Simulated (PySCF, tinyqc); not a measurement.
RHF in the sto-6g basis, for BH, spin multiplicity 1, step by step. The lowest restricted solution is unstable here: a spin-polarised one lies 0.0089 hartree lower (PySCF). Computed by tinyqc, a small Python program that keeps every step (integrals from PySCF). Settings: charge = 0, multiplicity = 1, basis = sto-6g, energy threshold = 1e-08, iteration cap = 86, orthogonalisation = canonical, start = core, DIIS depth = 6, method = RHF. Command: `OMP_NUM_THREADS=1 python tinyqc.py 30350 30351 out.jsonl` (the two numbers bound the seeds that draw the settings). One thread of a shared host (Intel(R) Xeon(R) Processor @ 2.60GHz), about 0.07 s of CPU time with the checks. Later iterations appear only in the table of the cycle.

## One-electron integrals

Geometry (angstrom):
```
atom        x        y        z
B     0.00000  0.00000  0.00000
H     0.00000  0.00000  1.43900
```

Basis sto-6g: exponents (1/bohr^2) and contraction coefficients of normalised primitives:
```
element  l (shell)   exponent  coefficient
B            s (1)  506.01115      0.00916
B            s (1)   92.77681      0.04936
B            s (1)   25.95566      0.16854
B            s (1)    8.91645      0.37056
B            s (1)    3.46251      0.41649
B            s (1)    1.42605      0.13033
B            s (2)   23.19458     -0.01325
B            s (2)    4.59081     -0.04699
B            s (2)    1.42682     -0.03379
B            s (2)    0.54895      0.25024
B            s (2)    0.23841      0.59512
B            s (2)    0.10928      0.24071
B            p (3)   23.19458      0.00376
B            p (3)    4.59081      0.03768
B            p (3)    1.42682      0.17390
B            p (3)    0.54895      0.41804
B            p (3)    0.23841      0.42586
B            p (3)    0.10928      0.10171
H            s (1)   35.52322      0.00916
H            s (1)    6.51314      0.04936
H            s (1)    1.82214      0.16854
H            s (1)    0.62596      0.37056
H            s (1)    0.24308      0.41649
H            s (1)    0.10011      0.13033
```

Overlap, kinetic and nuclear-attraction integrals over the contracted functions; the nuclear repulsion is the sum of Za Zb / Rab.

nuclear repulsion = 1.8386977 hartree

overlap S, lower triangle:
```
          1B 1s    1B 2s   1B 2px   1B 2py   1B 2pz    2H 1s
1B 1s   1.00000
1B 2s   0.26489  1.00000
1B 2px  0.00000  0.00000  1.00000
1B 2py  0.00000  0.00000  0.00000  1.00000
1B 2pz  0.00000  0.00000  0.00000  0.00000  1.00000
2H 1s   0.03933  0.35659  0.00000  0.00000  0.39724  1.00000
```

kinetic energy T (hartree), lower triangle:
```
           1B 1s    1B 2s   1B 2px   1B 2py   1B 2pz    2H 1s
1B 1s   10.94724
1B 2s   -0.33388  0.37450
1B 2px   0.00000  0.00000  1.12503
1B 2py   0.00000  0.00000  0.00000  1.12503
1B 2pz   0.00000  0.00000  0.00000  0.00000  1.12503
2H 1s   -0.01065  0.03762  0.00000  0.00000  0.12843  0.76852
```

nuclear attraction V (hartree), lower triangle:
```
            1B 1s     1B 2s    1B 2px    1B 2py    1B 2pz     2H 1s
1B 1s   -23.75946
1B 2s    -2.84160  -4.11300
1B 2px    0.00000   0.00000  -4.08508
1B 2py    0.00000   0.00000   0.00000  -4.08508
1B 2pz   -0.01336  -0.12138   0.00000   0.00000  -4.16833
2H 1s    -0.46564  -1.23051   0.00000   0.00000  -1.30884  -3.06878
```

core Hamiltonian H = T + V (hartree), lower triangle:
```
            1B 1s     1B 2s    1B 2px    1B 2py    1B 2pz     2H 1s
1B 1s   -12.81222
1B 2s    -3.17548  -3.73850
1B 2px    0.00000   0.00000  -2.96005
1B 2py    0.00000   0.00000   0.00000  -2.96005
1B 2pz   -0.01336  -0.12138   0.00000   0.00000  -3.04331
2H 1s    -0.47629  -1.19289   0.00000   0.00000  -1.18041  -2.30026
```

## Two-electron integrals

Functions are numbered as in S; the eight-fold symmetry (ij|kl) = (ji|kl) = (kl|ij) leaves the list below.

Two-electron integrals (ij|kl) in chemists' order, unique and non-zero (hartree):
```
(11|11) 2.92499   (21|11) 0.48076   (21|21) 0.09948   (22|11) 0.74345
(22|21) 0.18897   (22|22) 0.54492   (31|31) 0.02110   (32|31) 0.03085
(32|32) 0.12044   (33|11) 0.74345   (33|21) 0.18897   (33|22) 0.54492
(33|33) 0.58711   (41|41) 0.02110   (42|41) 0.03085   (42|42) 0.12044
(43|43) 0.03164   (44|11) 0.74345   (44|21) 0.18897   (44|22) 0.54492
(44|33) 0.52383   (44|44) 0.58711   (51|51) 0.02110   (52|51) 0.03085
(52|52) 0.12044   (53|53) 0.03164   (54|54) 0.03164   (55|11) 0.74345
(55|21) 0.18897   (55|22) 0.54492   (55|33) 0.52383   (55|44) 0.52383
(55|55) 0.58711   (61|11) 0.07367   (61|21) 0.01478   (61|22) 0.02790
(61|33) 0.02775   (61|44) 0.02775   (61|51) 0.00116   (61|52) 0.00223
(61|55) 0.02820   (61|61) 0.00228   (62|11) 0.19471   (62|21) 0.05045
(62|22) 0.16232   (62|33) 0.15755   (62|44) 0.15755   (62|51) 0.00588
(62|52) 0.03601   (62|55) 0.17186   (62|61) 0.00799   (62|62) 0.07022
(63|31) 0.00500   (63|32) 0.02339   (63|53) 0.00655   (63|63) 0.00719
(64|41) 0.00500   (64|42) 0.02339   (64|54) 0.00655   (64|64) 0.00719
(65|11) 0.19154   (65|21) 0.05028   (65|22) 0.17009   (65|33) 0.16129
(65|44) 0.16129   (65|51) 0.00994   (65|52) 0.05734   (65|55) 0.18769
(65|61) 0.00833   (65|62) 0.08578   (65|65) 0.10984   (66|11) 0.36562
(66|21) 0.09665   (66|22) 0.35186   (66|33) 0.33196   (66|44) 0.33196
(66|51) 0.01267   (66|52) 0.10472   (66|55) 0.39167   (66|61) 0.01559
(66|62) 0.20172   (66|65) 0.26662   (66|66) 0.77500
```

## Orthogonalisation

S = U s U^T; canonical form X = U s^(-1/2), so that X^T S X = 1. Each column of U has its largest component positive (the first on a tie).

eigenvalues of S: 0.44572  0.80105  1.00000  1.00000  1.17307  1.58016

X:
```
               1         2         3        4         5        6
1B 1s    0.30733   0.76923   0.00000  0.00000   0.58442  0.22952
1B 2s   -0.79197  -0.53741   0.00000  0.00000   0.41630  0.42527
1B 2px   0.00000   0.00000   0.98673  0.16237   0.00000  0.00000
1B 2py   0.00000   0.00000  -0.16237  0.98673   0.00000  0.00000
1B 2pz  -0.71863   0.54228   0.00000  0.00000  -0.53268  0.35701
2H 1s    1.00272  -0.27159   0.00000  0.00000  -0.23208  0.52140
```

Within a degenerate level the vectors are fixed only up to a rotation; this is one choice.

## Starting guess

The start is the orbitals of the core Hamiltonian; D = 2 C_occ C_occ^T.

D at the start, lower triangle:
```
           1B 1s     1B 2s   1B 2px   1B 2py    1B 2pz    2H 1s
1B 1s    2.15636
1B 2s   -0.59711   2.26976
1B 2px   0.00000   0.00000  0.00000
1B 2py   0.00000   0.00000  0.00000  0.00000
1B 2pz  -0.02941   0.12859  0.00000  0.00000   2.13911
2H 1s    0.05549  -0.17881  0.00000  0.00000  -0.19655  0.03043
```

## Iteration 1: building the Fock matrix

J_ij = sum D_kl (ij|kl), K_ij = sum D_kl (ik|jl); F = H + J - 0.5 K; E = tr D H + tr D J / 2 - 0.25 tr D K + E_nn.

Coulomb J (hartree), lower triangle:
```
          1B 1s     1B 2s   1B 2px   1B 2py   1B 2pz    2H 1s
1B 1s   8.88535
1B 2s   1.71778   3.66885
1B 2px  0.00000   0.00000  3.62827
1B 2py  0.00000   0.00000  0.00000  3.62827
1B 2pz  0.00120  -0.00282  0.00000  0.00000  3.75001
2H 1s   0.25994   1.05277  0.00000  0.00000  1.08988  2.18400
```

exchange K (hartree), lower triangle:
```
           1B 1s    1B 2s   1B 2px   1B 2py   1B 2pz    2H 1s
1B 1s    6.00664
1B 2s    1.02453  1.41887
1B 2px   0.00000  0.00000  0.33954
1B 2py   0.00000  0.00000  0.00000  0.33954
1B 2pz  -0.00016  0.00292  0.00000  0.00000  1.44807
2H 1s    0.16915  0.40016  0.00000  0.00000  0.38589  0.25965
```

Fock matrix F (hartree), lower triangle:
```
           1B 1s     1B 2s   1B 2px   1B 2py    1B 2pz     2H 1s
1B 1s   -6.93019
1B 2s   -1.96996  -0.77908
1B 2px   0.00000   0.00000  0.49846
1B 2py   0.00000   0.00000  0.00000  0.49846
1B 2pz  -0.01208  -0.12566  0.00000  0.00000  -0.01733
2H 1s   -0.30092  -0.34020  0.00000  0.00000  -0.28347  -0.24608
```

total energy of this density = -24.3262117 hartree

## Iteration 1: diagonalisation and new density

Diagonalise F' = X^T F X, C = X C', fill 3 alpha and 3 beta electrons from the bottom; D = 2 C_occ C_occ^T. Each column has its largest component positive (the first on a tie).

F' = X^T F X (hartree), lower triangle:
```
          1         2        3        4         5         6
1   0.18504
2  -0.66689  -2.54716
3   0.00000   0.00000  0.49846
4   0.00000   0.00000  0.00000  0.49846
5  -0.54115  -2.93487  0.00000  0.00000  -3.33819
6  -0.29278  -1.44515  0.00000  0.00000  -1.71726  -1.32824
```

orbital energies (hartree): MO1 -6.93322, MO2 -0.42063, MO3 -0.03622, MO4 0.36152, MO5 0.49846, MO6 0.49846

coefficients C:
```
             MO1       MO2       MO3       MO4      MO5       MO6
1B 1s    0.99381  -0.18276  -0.22677   0.08902  0.00000   0.00000
1B 2s    0.02322   0.55799   0.86556  -0.45728  0.00000   0.00000
1B 2px   0.00000   0.00000   0.00000   0.00000  0.10901   0.99404
1B 2py   0.00000   0.00000   0.00000   0.00000  0.99404  -0.10901
1B 2pz   0.00381   0.31939  -0.46746  -0.94929  0.00000   0.00000
2H 1s   -0.00462   0.52325  -0.42685   0.97413  0.00000   0.00000
```

D after iteration 1, lower triangle:
```
           1B 1s     1B 2s   1B 2px   1B 2py   1B 2pz    2H 1s
1B 1s    2.14495
1B 2s   -0.55037   2.12218
1B 2px   0.00000   0.00000  0.00000
1B 2py   0.00000   0.00000  0.00000  0.00000
1B 2pz   0.10283  -0.45262  0.00000  0.00000  0.64108
2H 1s   -0.00684  -0.15522  0.00000  0.00000  0.73327  0.91203
```

Within a degenerate level the vectors are fixed only up to a rotation; this is one choice.

## Iteration 2: building the Fock matrix

As before.

Coulomb J (hartree), lower triangle:
```
          1B 1s    1B 2s   1B 2px   1B 2py   1B 2pz    2H 1s
1B 1s   8.35204
1B 2s   1.58988  3.41201
1B 2px  0.00000  0.00000  3.36891
1B 2py  0.00000  0.00000  0.00000  3.36891
1B 2pz  0.00070  0.06570  0.00000  0.00000  3.49821
2H 1s   0.24116  1.07324  0.00000  0.00000  1.16443  2.61847
```

exchange K (hartree), lower triangle:
```
          1B 1s     1B 2s   1B 2px   1B 2py   1B 2pz    2H 1s
1B 1s   5.96762
1B 2s   0.98772   1.30480
1B 2px  0.00000   0.00000  0.29601
1B 2py  0.00000   0.00000  0.00000  0.29601
1B 2pz  0.00522  -0.06463  0.00000  0.00000  1.00078
2H 1s   0.16141   0.53937  0.00000  0.00000  0.67616  1.17459
```

Fock matrix F (hartree), lower triangle:
```
           1B 1s     1B 2s   1B 2px   1B 2py    1B 2pz     2H 1s
1B 1s   -7.44399
1B 2s   -2.07946  -0.97890
1B 2px   0.00000   0.00000  0.26085
1B 2py   0.00000   0.00000  0.00000  0.26085
1B 2pz  -0.01527  -0.02336  0.00000  0.00000  -0.04549
2H 1s   -0.31583  -0.38933  0.00000  0.00000  -0.35405  -0.26908
```

total energy of this density = -24.9723806 hartree

## Iteration 2: DIIS over 2 matrices

error matrix X^T (FDS - SDF) X:
```
          1         2        3        4         5         6
1   0.00000   0.06385  0.00000  0.00000  -0.05598  -0.04486
2  -0.06385   0.00000  0.00000  0.00000   0.01125   0.01886
3   0.00000   0.00000  0.00000  0.00000   0.00000   0.00000
4   0.00000   0.00000  0.00000  0.00000   0.00000   0.00000
5   0.05598  -0.01125  0.00000  0.00000   0.00000  -0.00863
6   0.04486  -0.01886  0.00000  0.00000   0.00863   0.00000
```

B (overlaps of the stored error matrices):
```
               1              2
1  9.6523023e-01  3.3954719e-02
2  3.3954719e-02  1.9560156e-02
```

Minimise |sum c_i e_i|^2 with sum c_i = 1: solve [B -1; -1 0][c; lambda] = [0; -1] with B_ij = tr e_i^T e_j, and take F = sum c_i F_i.

DIIS coefficients: -0.01570  1.01570

extrapolated F (hartree), lower triangle:
```
           1B 1s     1B 2s   1B 2px   1B 2py    1B 2pz     2H 1s
1B 1s   -7.45206
1B 2s   -2.08118  -0.98203
1B 2px   0.00000   0.00000  0.25712
1B 2py   0.00000   0.00000  0.00000  0.25712
1B 2pz  -0.01532  -0.02176  0.00000  0.00000  -0.04593
2H 1s   -0.31607  -0.39010  0.00000  0.00000  -0.35516  -0.26944
```

## Iteration 2: diagonalisation and new density

As before.

F' = X^T F X (hartree), lower triangle:
```
          1         2        3        4         5         6
1   0.31728
2  -0.82350  -2.88314
3   0.00000   0.00000  0.25712
4   0.00000   0.00000  0.00000  0.25712
5  -0.53306  -3.06129  0.00000  0.00000  -3.66314
6  -0.32677  -1.51177  0.00000  0.00000  -1.84544  -1.44557
```

orbital energies (hartree): MO1 -7.45392, MO2 -0.51593, MO3 -0.24860, MO4 0.25712, MO5 0.25712, MO6 0.54389

coefficients C:
```
             MO1       MO2       MO3      MO4       MO5       MO6
1B 1s    0.99532  -0.22338  -0.17101  0.00000   0.00000   0.10290
1B 2s    0.01770   0.72804   0.69115  0.00000   0.00000  -0.51200
1B 2px   0.00000   0.00000   0.00000  0.55974   0.82867   0.00000
1B 2py   0.00000   0.00000   0.00000  0.82867  -0.55974   0.00000
1B 2pz   0.00339   0.16808  -0.56787  0.00000   0.00000  -0.93325
2H 1s   -0.00365   0.44322  -0.49728  0.00000   0.00000   0.98040
```

D after iteration 2, lower triangle:
```
           1B 1s     1B 2s   1B 2px   1B 2py   1B 2pz    2H 1s
1B 1s    2.13962
1B 2s   -0.52641   2.01609
1B 2px   0.00000   0.00000  0.00000
1B 2py   0.00000   0.00000  0.00000  0.00000
1B 2pz   0.12589  -0.54011  0.00000  0.00000  0.70147
2H 1s   -0.03518  -0.04216  0.00000  0.00000  0.71374  0.88749
```

Within a degenerate level the vectors are fixed only up to a rotation; this is one choice.

## Iteration 3: building the Fock matrix

As before.

Coulomb J (hartree), lower triangle:
```
           1B 1s    1B 2s   1B 2px   1B 2py   1B 2pz    2H 1s
1B 1s    8.34890
1B 2s    1.58968  3.41204
1B 2px   0.00000  0.00000  3.36742
1B 2py   0.00000  0.00000  0.00000  3.36742
1B 2pz  -0.00316  0.04926  0.00000  0.00000  3.50126
2H 1s    0.24085  1.06887  0.00000  0.00000  1.15763  2.60503
```

exchange K (hartree), lower triangle:
```
          1B 1s     1B 2s   1B 2px   1B 2py   1B 2pz    2H 1s
1B 1s   5.96486
1B 2s   0.98974   1.29350
1B 2px  0.00000   0.00000  0.29108
1B 2py  0.00000   0.00000  0.00000  0.29108
1B 2pz  0.00314  -0.10264  0.00000  0.00000  1.02719
2H 1s   0.16142   0.54667  0.00000  0.00000  0.66929  1.17481
```

Fock matrix F (hartree), lower triangle:
```
           1B 1s     1B 2s   1B 2px   1B 2py    1B 2pz     2H 1s
1B 1s   -7.44574
1B 2s   -2.08067  -0.97322
1B 2px   0.00000   0.00000  0.26183
1B 2py   0.00000   0.00000  0.00000  0.26183
1B 2pz  -0.01809  -0.02080  0.00000  0.00000  -0.05565
2H 1s   -0.31615  -0.39735  0.00000  0.00000  -0.35742  -0.28264
```

total energy of this density = -24.9791523 hartree

## Iteration 3: DIIS over 3 matrices

error matrix X^T (FDS - SDF) X:
```
          1         2        3        4         5         6
1   0.00000   0.02587  0.00000  0.00000  -0.00926  -0.01155
2  -0.02587   0.00000  0.00000  0.00000  -0.00047   0.00486
3   0.00000   0.00000  0.00000  0.00000   0.00000   0.00000
4   0.00000   0.00000  0.00000  0.00000   0.00000   0.00000
5   0.00926   0.00047  0.00000  0.00000   0.00000  -0.00195
6   0.01155  -0.00486  0.00000  0.00000   0.00195   0.00000
```

B (overlaps of the stored error matrices), lower triangle:
```
               1              2              3
1  9.6523023e-01
2  3.3954719e-02  1.9560156e-02
3  1.4616469e-02  5.5839397e-03  1.8324903e-03
```

As before.

DIIS coefficients: -0.00773  -0.35512  1.36284

extrapolated F (hartree), lower triangle:
```
           1B 1s     1B 2s   1B 2px   1B 2py    1B 2pz     2H 1s
1B 1s   -7.45035
1B 2s   -2.08195  -0.97270
1B 2px   0.00000   0.00000  0.26035
1B 2py   0.00000   0.00000  0.00000  0.26035
1B 2pz  -0.01914  -0.01908  0.00000  0.00000  -0.05955
2H 1s   -0.31638  -0.40064  0.00000  0.00000  -0.35919  -0.28773
```

## Iteration 3: diagonalisation and new density

As before.

F' = X^T F X (hartree), lower triangle:
```
          1         2        3        4         5         6
1   0.32535
2  -0.80666  -2.89065
3   0.00000   0.00000  0.26035
4   0.00000   0.00000  0.00000  0.26035
5  -0.53899  -3.05821  0.00000  0.00000  -3.66384
6  -0.33738  -1.51191  0.00000  0.00000  -1.83943  -1.45671
```

orbital energies (hartree): MO1 -7.45228, MO2 -0.52172, MO3 -0.25052, MO4 0.26035, MO5 0.26035, MO6 0.53865

coefficients C:
```
             MO1       MO2       MO3      MO4       MO5       MO6
1B 1s    0.99527  -0.21500  -0.17781  0.00000   0.00000   0.10956
1B 2s    0.01793   0.69195   0.71101  0.00000   0.00000  -0.53436
1B 2px   0.00000   0.00000   0.00000  0.12884   0.99167   0.00000
1B 2py   0.00000   0.00000   0.00000  0.99167  -0.12884   0.00000
1B 2pz   0.00398   0.17666  -0.57616  0.00000   0.00000  -0.92656
2H 1s   -0.00386   0.47750  -0.46285  0.00000   0.00000   0.98116
```

D after iteration 3, lower triangle:
```
           1B 1s     1B 2s   1B 2px   1B 2py   1B 2pz    2H 1s
1B 1s    2.13679
1B 2s   -0.51469   1.96929
1B 2px   0.00000   0.00000  0.00000
1B 2py   0.00000   0.00000  0.00000  0.00000
1B 2pz   0.13686  -0.57469  0.00000  0.00000  0.72637
2H 1s   -0.04841   0.00250  0.00000  0.00000  0.70203  0.88450
```

Within a degenerate level the vectors are fixed only up to a rotation; this is one choice.

## Iteration 6 (converged): orbitals

converged F (hartree), lower triangle:
```
           1B 1s     1B 2s   1B 2px   1B 2py    1B 2pz     2H 1s
1B 1s   -7.44808
1B 2s   -2.08172  -0.97068
1B 2px   0.00000   0.00000  0.26163
1B 2py   0.00000   0.00000  0.00000  0.26163
1B 2pz  -0.01972  -0.01943  0.00000  0.00000  -0.06040
2H 1s   -0.31623  -0.40056  0.00000  0.00000  -0.35842  -0.28786
```

As before.

F' = X^T F X (hartree), lower triangle:
```
          1         2        3        4         5         6
1   0.32486
2  -0.80420  -2.88973
3   0.00000   0.00000  0.26163
4   0.00000   0.00000  0.00000  0.26163
5  -0.53948  -3.05756  0.00000  0.00000  -3.66221
6  -0.33749  -1.51215  0.00000  0.00000  -1.83876  -1.45617
```

orbital energies (hartree): MO1 -7.45003, MO2 -0.52066, MO3 -0.24925, MO4 0.26163, MO5 0.26163, MO6 0.53669

coefficients C:
```
             MO1       MO2       MO3       MO4      MO5       MO6
1B 1s    0.99525  -0.21438  -0.17835   0.00000  0.00000   0.11008
1B 2s    0.01801   0.68921   0.71250   0.00000  0.00000  -0.53590
1B 2px   0.00000   0.00000   0.00000  -0.03093  0.99952   0.00000
1B 2py   0.00000   0.00000   0.00000   0.99952  0.03093   0.00000
1B 2pz   0.00409   0.17791  -0.57694   0.00000  0.00000  -0.92583
2H 1s   -0.00393   0.47972  -0.45981   0.00000  0.00000   0.98151
```

D after iteration 6, lower triangle:
```
           1B 1s     1B 2s   1B 2px   1B 2py   1B 2pz    2H 1s
1B 1s    2.13657
1B 2s   -0.51380   1.96600
1B 2px   0.00000   0.00000  0.00000
1B 2py   0.00000   0.00000  0.00000  0.00000
1B 2pz   0.13765  -0.57676  0.00000  0.00000  0.72906
2H 1s   -0.04950   0.00588  0.00000  0.00000  0.70124  0.88315
```

Within a degenerate level the vectors are fixed only up to a rotation; this is one choice.

## Convergence

Stop when the energy changes by less than 1e-08 hartree and every element of the error matrix X^T (F D S - S D F) X is below 3e-05.

Course of the cycle:
```
iteration  E (hartree)     change  largest element of the error matrix
1          -24.3262117          -                             5.89e-01
2          -24.9723806  -6.46e-01                             6.39e-02
3          -24.9791523  -6.77e-03                             2.59e-02
4          -24.9798555  -7.03e-04                             2.24e-03
5          -24.9798587  -3.19e-06                             2.05e-05
6          -24.9798587  -1.63e-10                             1.11e-06
```

PySCF RHF in the same basis = -24.9798587 hartree

Converged in 6 iterations.

## Populations, bond orders and dipole

Mulliken: Z minus the diagonal of D S on the atom; Loewdin: the same with S^(1/2) D S^(1/2); Mayer order: 2 sum_s sum (D(s) S)_ij (D(s) S)_ji over the two atoms.

Charges (e):
```
atom  Mulliken   Loewdin
1B     0.16186   0.14872
2H    -0.16186  -0.14872
```

Mayer bond orders:
```
pair    order
2-1   0.97380
```

dipole moment about the origin, x y z (debye): 0.00000  0.00000  0.51268
